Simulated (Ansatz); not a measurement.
Geometry optimisation, RKS PBE/def2-SVP in Ansatz 0.2.0.

Input file:

```yaml
crystal:
  periodic: [false, false, false]
  atoms:
    - { symbol: B, position_ang: [-0.053981, 0.462058, -0.468459] }
    - { symbol: "N", position_ang: [-0.013513, 0.03219, 2.225989] }
    - { symbol: H, position_ang: [-0.77141, -0.421138, 2.747896] }
    - { symbol: H, position_ang: [0.864855, -0.11395, 2.7349] }
    - { symbol: H, position_ang: [1.066546, 0.064208, -0.688943] }
    - { symbol: H, position_ang: [-1.072471, -0.161754, -0.658503] }
    - { symbol: Cl, position_ang: [-0.238336, 2.243916, -0.091269] }
    - { symbol: H, position_ang: [-0.202189, 1.056769, 2.194489] }
basis:
  gaussian: { orbitals: def2-SVP }
hamiltonian:
  xc: pbe
relax:
  f_tol: 0.03
  max_steps: 50
```

Run as:

```bash
$ ansatz run input.yaml --threads 2 --pin off --max-ram 3072MiB --backend cpu --events-out ev --progress --plain --runs-dir out
```

**Question.** Where does it end, and by what steps?

**Answer.** It converged. The force dipped under the threshold on the way, but the program's further checks kept it going. After 16 steps the energy has fallen by 1.138 eV; H3 moved furthest, 0.90 Å. Joined: B1–N2 (2.73 → 1.64 Å).

```
step  energy less start (eV)  largest force component (eV/Å)  accepted
   0                  0.0000                           0.810       yes
   1                 -0.2017                           0.668       yes
   2                 -0.4996                           0.859       yes
   3                 -0.9574                           0.526       yes
   4                 -0.5844                           5.605        no
   5                 -1.0479                           0.310       yes
   6                 -1.0745                           0.079       yes
   7                 -1.0966                           0.212       yes
   8                 -1.0588                           1.194        no
   9                 -1.1152                           0.140       yes
  10                 -1.1292                           0.074       yes
  11                 -1.1257                           0.398        no
  12                 -1.1351                           0.058       yes
  13                 -1.1312                           0.184        no
  14                 -1.1370                           0.024       yes
  15                 -1.1376                           0.131       yes
  16                 -1.1379                           0.001       yes
```

```xyz
8
Properties=species:S:1:pos:R:3
B -0.085 0.395 0.175
N -0.056 0.221 1.803
H -0.246 -0.752 2.090
H 0.864 0.499 2.178
H 0.810 -0.326 -0.250
H -1.218 0.080 -0.169
Cl 0.268 2.209 -0.074
H -0.758 0.836 2.242
```

The run took 19 s on 2 threads of Arm Neoverse V1, on a shared host, peak memory 0.14 GiB.
